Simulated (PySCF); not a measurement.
nitrous oxide (N2O), SMILES [N+]([O-])#N. Heavy atoms are numbered as in [N:1]#[N+:2][O-:3].

Coordinates come from a PBE0-D3(BJ)/def2-TZVP optimisation.

The numbers are results of PBE0/def2-TZVPD (PySCF), not measurements.

Mulliken values depend strongly on the basis, most of all with diffuse functions as here. ESP charges are fitted to the potential on shells at 1.4 to 2.0 van der Waals radii. Atomic charges (e), one atom of each kind:

```json
[
 {"atom": "N1", "meta-Löwdin": "-0.19", "ESP fit": "-0.31", "Mulliken": "-0.19"},
 {"atom": "N2", "meta-Löwdin": "0.51", "ESP fit": "0.62", "Mulliken": "0.59"},
 {"atom": "O3", "meta-Löwdin": "-0.32", "ESP fit": "-0.31", "Mulliken": "-0.40"}
]
```
